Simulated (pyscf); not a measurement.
**Four-centre exchange: HO–SiH₂–OH + HS–SH -> HO–SiH(OH)–S–SH + hydrogen (H₂)**

Gas phase, singlet surface, charge 0. Bonds broken: Si1–H4, S8–H10. Bonds formed: Si1–S8, H4–H10. Optimised with ωB97X-D3(BJ)/def2-SVP in PySCF.

Transition state (Å):

```xyz
11

Si    -0.7021    -0.7476    -0.0956
O      0.2917    -0.2782     1.1195
O     -0.7900    -0.1886    -1.6177
H     -2.2989    -1.2500     0.4269
H     -0.4184    -2.1897    -0.2189
H      0.2058     0.6578     1.3498
H     -1.2071     0.6815    -1.7764
S     -2.0963     1.4642     0.7011
S     -2.6647     2.2569    -1.1466
H     -2.4204    -0.3731     0.5040
H     -1.7946     3.2884    -1.1646
```

One imaginary mode, 827i cm⁻¹; descent along it reached the two sides named, in the forms told below.

```
bond    change  reactant side (Å)  saddle  product side
------  ------  -----------------  ------  ------------
Si1–H4  breaks              1.495   1.754           4.0
S8–H10  breaks              1.354   1.876           3.0
Si1–S8   forms                3.8     2.7         2.167
H4–H10   forms                2.7   0.889         0.761
```

Electronic energies relative to the separated reactants (kJ/mol):

| level | barrier | reaction energy | reverse barrier |
|---|---|---|---|
| ωB97X-D3(BJ)/def2-TZVP | 150.6 | -64.6 | 215.1 |
| PBE/def2-TZVP | 122.1 | -49.7 | 171.8 |
| r²SCAN/def2-TZVP | 129.6 | -57.0 | 186.6 |
| B3LYP-D3(BJ)/def2-TZVP | 143.6 | -52.3 | 195.9 |
| PBE0-D3(BJ)/def2-TZVP | 131.0 | -55.2 | 186.2 |
| M06-2X/def2-TZVP | 152.8 | -57.0 | 209.8 |
| ωB97M-D3(BJ)/def2-TZVP | 155.0 | -49.0 | 204.0 |
| HF/def2-TZVP | 256.0 | -18.8 | 274.8 |

With ωB97M-D3(BJ)/def2-TZVP energies and thermal terms (ideal gas, 1 atm, RRHO with modes under 100 cm⁻¹ raised to 100, one conformer, R ln 2 for chiral ones without a mode under 150 cm⁻¹), in kJ/mol:

```
T (K)    ΔH‡    ΔG‡     ΔH     ΔG
-----  -----  -----  -----  -----
298    154.4  207.4  -56.1  -42.0
600    155.5  260.8  -49.7  -30.4
900    157.9  313.0  -45.6  -21.7
1200   160.7  364.3  -42.9  -14.1
```

On the reactant side the descent ends in a complex (not fully relaxed), 22.3 kJ/mol under the separated species and 172.9 kJ/mol under the saddle at ωB97X-D3(BJ)/def2-TZVP. One saddle was located; it need not be the lowest between these sides.
